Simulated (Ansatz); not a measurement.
Basis-set extrapolation for CH₄BCl, SMILES `BCCl` (PBE0-D4/def2-TZVP geometry, frozen core, Ansatz 0.2.0). Multiplicity 1, RHF reference.

```json
{"": "HF", "def2-TZVPP": "-524.394429", "def2-QZVPP": "-524.410481"}
{"": "MP2 correlation", "def2-TZVPP": "-0.464305", "def2-QZVPP": "-0.501623"}
{"": "CCSD(T) correlation", "def2-TZVPP": "-0.526199", "def2-QZVPP": "not run"}
```

Energies in hartree. Use E(X) = E(∞) + A·exp(−7.88·√X) for Hartree–Fock and E(X) = E(∞) + B·X^(−2.97) for correlation, with X = 3 and 4, and add CCSD(T) minus MP2 of the smaller set to the MP2 limit.

What is the CCSD(T) energy at the basis-set limit?

HF limit: -524.410481 + (-0.016052) × 0.13774 = -524.41269. MP2 limit: -0.501623 + (-0.037318) × 0.74074 = -0.52927. Higher-order term: -0.526199 − (-0.464305) = -0.06189. Total: -525.00385 hartree, 2.26 eV below CCSD(T)/def2-TZVPP.
